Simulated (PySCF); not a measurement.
C4H5F2 (charge +1).
Numbering: `[CH3:1][CH+:2][CH:3]=[C:4]([F:5])[F:6]` (hydrogens: H7, H8, H9 on C1; H10 on C2; H11 on C3)

Geometry (PBE0-D3(BJ)/def2-SVP, Å), atoms numbered from 1 in this order:
```
atom  x, y, z in Å
C1    -1.6104    0.3721    0.7342
C2    -0.2321   -0.0778    0.6154
C3     0.5409    0.0447   -0.5177
C4     1.8509   -0.4181   -0.5266
F5     2.5965   -0.3201   -1.5385
F6     2.4124   -0.9710    0.4644
H7    -2.2381   -0.4819    1.0571
H8    -2.0188    0.8279   -0.1751
H9    -1.6814    1.0766    1.5867
H10    0.2182   -0.5475    1.5014
H11    0.1727    0.5007   -1.4404
```

Computed with core-valence-separated Tamm–Dancoff BHandHLYP/aug-pcX-1 (pcseg-1 on H) in PySCF, non-relativistic, gas phase, PBE0-D3(BJ)/def2-SVP geometry. The energies are unshifted.

The lowest roots of each edge with f over 0.003 (five at most, numbered afresh; weaker and dark ones are left out), with transition dipoles (au) in the frame of the coordinates:

```tsv
root	edge	E (eV)	f	μx	μy	μz
1	C	281.12	0.0806	-0.0342	-0.0967	-0.0345
2	C	284.72	0.0617	0.0300	0.0841	0.0296
3	C	285.73	0.0949	-0.0379	-0.1048	-0.0338
4	C	286.73	0.0109	-0.0345	0.0054	0.0182
5	C	287.33	0.0316	0.0184	-0.0232	0.0600
6	F	684.23	0.0166	0.0101	0.0283	0.0093
7	F	684.32	0.0149	0.0097	0.0268	0.0086
8	F	688.53	0.0297	0.0207	-0.0175	0.0321
9	F	688.80	0.0290	-0.0234	-0.0024	0.0341
10	F	689.91	0.0048	0.0057	0.0153	0.0045
```

Task: Molecules are fixed in this frame and the field points along (1, 1, 0)/√2. What effective strengths 3 f cos²θ do the roots have (θ between field and μ)?

Result: root 1 (C2): 0.177, root 2 (C3): 0.136, root 3 (C4): 0.214, root 4 (C1): 0.009, root 5 (C1): 0.000, root 6 (F5): 0.037, root 7 (F6): 0.034, root 8 (F6): 0.000, root 9 (F5): 0.017, root 10 (F6): 0.011. Root 3 is the strongest. Averaged over all orientations cos²θ is 1/3, which gives f back.

One conformer stands for the species.
